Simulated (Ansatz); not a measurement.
Geometry optimisation, Ansatz, RKS B3LYP-D4/cc-pVDZ.

Input file:

```yaml
crystal:
  periodic: [false, false, false]
  atoms:
    - { symbol: B, position_ang: [0.0, 0.0, 0.0] }
    - { symbol: Cl, position_ang: [0.0, 0.0, 2.21] }
    - { symbol: H, position_ang: [1.0305, 0.0, -0.595] }
    - { symbol: H, position_ang: [-1.0305, 0.0, -0.595] }
    - { symbol: P, position_ang: [0.0924, -2.0952, 0.6969] }
    - { symbol: H, position_ang: [-0.6759, -2.9172, -0.1694] }
    - { symbol: H, position_ang: [1.442, -2.5368, 0.6936] }
    - { symbol: H, position_ang: [0.0567, -1.2871, 1.8353] }
basis:
  gaussian: { orbitals: cc-pVDZ }
hamiltonian:
  xc: b3lyp
  dispersion: d4
relax:
  f_tol: 0.15
  max_steps: 25
  restrain:
    - { distance: [0, 4], at: 3.11, k: 30.0 }
    - { distance: [7, 1], at: 2.57, k: 30.0 }
    - { distance: [0, 1], at: 1.86, k: 30.0 }
    - { distance: [7, 4], at: 1.42, k: 30.0 }
output:
  orbitals: {}
```

Launched with:

```bash
$ ansatz run input.yaml --threads 1 --pin off --max-ram 2048MiB --backend cpu --events-out ev --progress --plain --runs-dir out
```

**Question.** Where does it end, and by what steps?

**Answer.** It converged. The restraints hold the end off the free minimum; the threshold counts their pulls, which the force column leaves out. Restrained pairs: B1–P5 (2.21 → 3.12 Å), Cl2–H8 (1.34 → 2.58 Å), B1–Cl2 (2.21 → 1.83 Å), P5–H8 (1.40 → 1.42 Å). After 8 steps the energy has fallen by 3.380 eV (the restraints' own energy left out); Cl2 moved furthest, 0.94 Å.

```json
{"step": "0", "energy less start (eV)": "0.0000", "largest force component (eV/Å)": "7.103", "accepted": "yes"}
{"step": "1", "energy less start (eV)": "-0.6789", "largest force component (eV/Å)": "3.169", "accepted": "yes"}
{"step": "2", "energy less start (eV)": "-0.8537", "largest force component (eV/Å)": "2.703", "accepted": "yes"}
{"step": "3", "energy less start (eV)": "-1.1448", "largest force component (eV/Å)": "2.532", "accepted": "yes"}
{"step": "4", "energy less start (eV)": "-1.8784", "largest force component (eV/Å)": "1.497", "accepted": "yes"}
{"step": "5", "energy less start (eV)": "-2.7275", "largest force component (eV/Å)": "1.809", "accepted": "yes"}
{"step": "6", "energy less start (eV)": "-3.1599", "largest force component (eV/Å)": "1.846", "accepted": "yes"}
{"step": "7", "energy less start (eV)": "-3.3698", "largest force component (eV/Å)": "0.888", "accepted": "yes"}
{"step": "8", "energy less start (eV)": "-3.3802", "largest force component (eV/Å)": "0.897", "accepted": "yes"}
```

```xyz
8
Properties=species:S:1:pos:R:3
B 0.012 0.086 0.162
Cl -0.015 0.854 1.819
H 1.076 -0.005 -0.376
H -1.043 -0.137 -0.353
P 0.188 -2.924 0.958
H -0.587 -2.586 -0.195
H 1.406 -2.409 0.414
H -0.122 -1.716 1.647
```

Time of the run: 11 s on 1 thread of AMD EPYC 9R45 96-Core Processor (Zen 5) (shared host), peak memory 0.17 GiB.
